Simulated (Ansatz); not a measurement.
# AlClH₃N (SMILES [NH2][AlH][Cl]): functionals against CCSD(T) at one geometry

The atoms stand at a structure displaced at random from a GFN2-xTB minimum. How far do the functionals agree with CCSD(T) there?

The runs use Ansatz 0.2.0, Gaussian basis; single points in def2-TZVPP.

Cores are frozen in the correlated methods.

## (1) The starting structure

SMILES `[NH2][AlH][Cl]`, 6 atoms, charge 0, spin multiplicity 1.

Atoms are counted from 1 here; the program's logs count them from 0.

Bond lengths: N1–Al2 1.579 Å, N1–H4 1.287 Å, N1–H5 0.939 Å, Al2–Cl3 2.166 Å, Al2–H6 1.576 Å. Angles: Al2–N1–H4 130.2°, Al2–N1–H5 136.7°, H4–N1–H5 92.2°, N1–Al2–Cl3 121.3°, N1–Al2–H6 114.2°, Cl3–Al2–H6 124.3°.

Coordinates:

```mol
AlClH3N
  3D, bonds by distance, orders not assigned

  6  5  0  0  0  0  0  0  0  0999 V2000
   -0.5584    0.1593   -0.6605 N   0  0
    0.5000   -0.0798    0.4865 Al  0  0
    1.5050   -1.9850    0.7103 Cl  0  0
   -1.3898    1.1255   -0.8357 H   0  0
   -0.9419   -0.3454   -1.3534 H   0  0
    0.6481    1.1268    1.4894 H   0  0
  1  2  8  0
  1  4  8  0
  1  5  8  0
  2  3  8  0
  2  6  8  0
M  END
```

## (2) CCSD(T)/def2-TZVPP

Input file run/in.yaml:

```yaml
crystal:
  periodic: [false, false, false]
  atoms:
    - {symbol: N, position_ang: [-0.558400, 0.159300, -0.660500]}
    - {symbol: Al, position_ang: [0.500000, -0.079800, 0.486500]}
    - {symbol: Cl, position_ang: [1.505000, -1.985000, 0.710300]}
    - {symbol: H, position_ang: [-1.389800, 1.125500, -0.835700]}
    - {symbol: H, position_ang: [-0.941900, -0.345400, -1.353400]}
    - {symbol: H, position_ang: [0.648100, 1.126800, 1.489400]}
basis:
  gaussian: {orbitals: def2-TZVPP}
correlation: {method: ccsd_t}
output: {forces: true}
```

Launch:

```bash
$ ansatz run in.yaml --threads 4 --pin off --events-out ev --progress --plain --max-ram 5222MiB
```

## (3) PBE0-D4/def2-TZVPP

run/in.yaml, as its differences from that of step 2:

```diff
@@ -11,3 +11,3 @@
   gaussian: {orbitals: def2-TZVPP}
-correlation: {method: ccsd_t}
-output: {forces: true}
+hamiltonian: {xc: pbe0, dispersion: d4}
+output: {forces: true, orbitals: {seedname: orbitals}}
```

## (4) wB97M-V/def2-TZVPP

run/in.yaml, as its differences from that of step 3:

```diff
@@ -11,3 +11,3 @@
   gaussian: {orbitals: def2-TZVPP}
-hamiltonian: {xc: pbe0, dispersion: d4}
-output: {forces: true, orbitals: {seedname: orbitals}}
+hamiltonian: {xc: {name: wB97M-V}}
+output: {forces: true}
```

## (5) r2SCAN-D4/def2-TZVPP

run/in.yaml, as its differences from that of step 4:

```diff
@@ -11,3 +11,3 @@
   gaussian: {orbitals: def2-TZVPP}
-hamiltonian: {xc: {name: wB97M-V}}
+hamiltonian: {xc: r2scan, dispersion: d4}
 output: {forces: true}
```

## (6) PBE-D4/def2-TZVPP

run/in.yaml, as its differences from that of step 5:

```diff
@@ -11,3 +11,3 @@
   gaussian: {orbitals: def2-TZVPP}
-hamiltonian: {xc: r2scan, dispersion: d4}
+hamiltonian: {xc: pbe, dispersion: d4}
 output: {forces: true}
```

## (7) B97M-V/def2-TZVPP

run/in.yaml, as its differences from that of step 6:

```diff
@@ -11,3 +11,3 @@
   gaussian: {orbitals: def2-TZVPP}
-hamiltonian: {xc: pbe, dispersion: d4}
+hamiltonian: {xc: {name: B97M-V}}
 output: {forces: true}
```

## (8) BLYP-D4/def2-TZVPP

run/in.yaml, as its differences from that of step 7:

```diff
@@ -11,3 +11,3 @@
   gaussian: {orbitals: def2-TZVPP}
-hamiltonian: {xc: {name: B97M-V}}
+hamiltonian: {xc: {name: BLYP}, dispersion: d4}
 output: {forces: true}
```

(Steps that only read results are left out.)

Before running it: what results should come out? Wanted: energy less free atoms, CCSD(T)/def2-TZVPP; RMS force component; RMS force error; HOMO and LUMO, PBE0-D4; T1 diagnostic.

As calculated:

| quantity | value |
| --- | --- |
| energy less free atoms, CCSD(T)/def2-TZVPP | -17.246 eV |
| RMS force component | 3.339 to 3.464 eV/Å over the methods |
| RMS force error | PBE0-D4 0.116, wB97M-V 0.087, r2SCAN-D4 0.099, PBE-D4 0.178, B97M-V 0.153, BLYP-D4 0.191 eV/Å |
| HOMO and LUMO, PBE0-D4 | -8.37 and -0.68 eV |
| T1 diagnostic | 0.010 |

Against CCSD(T) the functionals' energies less atoms differ by -0.879 to -0.379 eV, PBE-D4 by -0.737 eV. The reference is not at the basis limit: in triple zeta CCSD(T) underbinds, which counts against methods that bind more; the gaps are no ranking. The forces of wB97M-V come nearest to CCSD(T), those of BLYP-D4 are farthest. Frozen-core CCSD(T) forces in triple zeta carry basis errors of their own, and this is one geometry, so small gaps rank nothing.
